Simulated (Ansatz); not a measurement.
**Dissociation curves of NH2 (SMILES [NH2])**

NH2 has 3 atoms, charge 0, and is taken as a doublet. As SMILES, `[NH2]`. The shape is that of a GFN2-xTB optimisation.

```csv
atom,x (Å),y (Å),z (Å)
N,0.3072,-0.1822,0.1514
H,0.1556,0.8203,0.1748
H,-0.4628,-0.6380,-0.3262
```

The N1–H2 distance is scanned; the parts on either side stay rigid. Basis 3-21G, 1 core orbital frozen in the correlated methods; program Ansatz 0.2.0. FCI is exact within this basis and core. Energies in eV from each method's value at 1.014 Å; open shells run as named. The shape above is that at 1.014 Å.

| distance (Å) | U-r2SCAN | UPBE0 | U-r2SCAN0 | UCAM-B3LYP | UHSE06 | UCCSDT | FCI |
| --- | --- | --- | --- | --- | --- | --- | --- |
| 1.014 | 0.00 | 0.00 | 0.00 | 0.00 | 0.00 | 0.00 | 0.00 |
| 1.268 | 0.54 | 0.58 | 0.63 | 0.58 | 0.58 | 0.51 | 0.51 |
| 1.521 | 1.68 | 1.77 | 1.85 | 1.78 | 1.77 | 1.52 | 1.52 |
| 2.028 | 3.26 | 3.37 | 3.28 | 3.38 | 3.37 | 2.86 | 2.86 |
| 2.535 | 3.71 | 3.73 | 3.66 | 3.78 | 3.73 | 3.22 | 3.22 |

Departure from the FCI curve at its largest: U-r2SCAN +0.49 eV at 2.54 Å; UPBE0 +0.51 eV at 2.03 Å; U-r2SCAN0 +0.43 eV at 2.54 Å; UCAM-B3LYP +0.55 eV at 2.54 Å; UHSE06 +0.51 eV at 2.54 Å; UCCSDT within 0.005 eV. For the functionals part of the departure is owed to the small basis.
